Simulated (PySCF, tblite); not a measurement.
**CH4ClSi radical: geometry, infrared bands and EPR parameters**

Aim: predict the infrared bands and EPR parameters of CH4ClSi radical (`[SiH2]CCl`).

Computed with tblite 0.8.0 and PySCF 2.14.0, with density-fitted response routines of our own, on a single molecule in the gas phase. Atoms are numbered from 0 throughout.

**1. Starting geometry**

7 atoms, charge 0, multiplicity 2; geometry from: force field or distance geometry start.

Bonds of the start (Å): Si0–C1 1.89, C1–Cl2 1.77, Si0–H3 1.48, Si0–H4 1.48, C1–H5 1.12, C1–H6 1.12.

**2. Optimising the geometry with GFN2-xTB**

Job settings and geometry (Å):

```
{"job": {"kind": "relax", "xc": "GFN2-xTB", "basis": "xTB"}, "charge": 0, "multiplicity": 2}
Si     1.062400    -0.299400     0.413100
C     -0.797100    -0.166300     0.078500
Cl    -1.096700     1.433200    -0.617600
H      1.747300    -0.832300    -0.784300
H      1.567300     1.081100     0.556900
H     -1.114900    -0.899400    -0.702800
H     -1.365000    -0.312100     1.029100
```

Command:

```
$ OMP_NUM_THREADS=1 python probes_run.py task.json out
```

This one command runs all jobs of the session in turn.

**Question.** This job is followed by: GFN2-xTB harmonic vibrations, gas phase; UKS B3LYP, pcH-1 on C Cl H Si, non-relativistic, mean-field spin-orbit, GIAO. Predict these results of the whole session: strongest single infrared mode (GFN2-xTB); zero-point energy (GFN2-xTB); g(iso) (B3LYP); ⟨S²⟩; largest a(iso) (averaged by class); potential on the surface of density 0.002 e/bohr³, 1st and 99th percentile.

The runs gave:

| quantity | value |
| --- | --- |
| strongest single infrared mode (GFN2-xTB) | 2349 cm⁻¹, 409 km/mol |
| zero-point energy (GFN2-xTB) | 26.5 kcal/mol |
| g(iso) (B3LYP) | 2.00202 |
| ⟨S²⟩ | 0.752 (exact 0.75) |
| largest a(iso) (averaged by class) | 29Si on Si0, -373.0 MHz |
| potential on the surface of density 0.002 e/bohr³, 1st and 99th percentile | -0.69 V and 1.17 V |

What this shows: Over 48 steps the energy fell by 0.182 eV; of the close pairs, C1–Cl2 changed most, 1.770 to 1.813 Å. No mode is imaginary among the 15: a minimum at this level. The strongest single mode, at 2349 cm⁻¹, moves mainly H4 and H3. Unscaled tight-binding wavenumbers are off by several per cent, some by more. Its intensities can rank the bands wrongly. Si0 carries the largest spin population, 0.96 e. The isotropic g lies 0.3 ppt below the free-electron value.
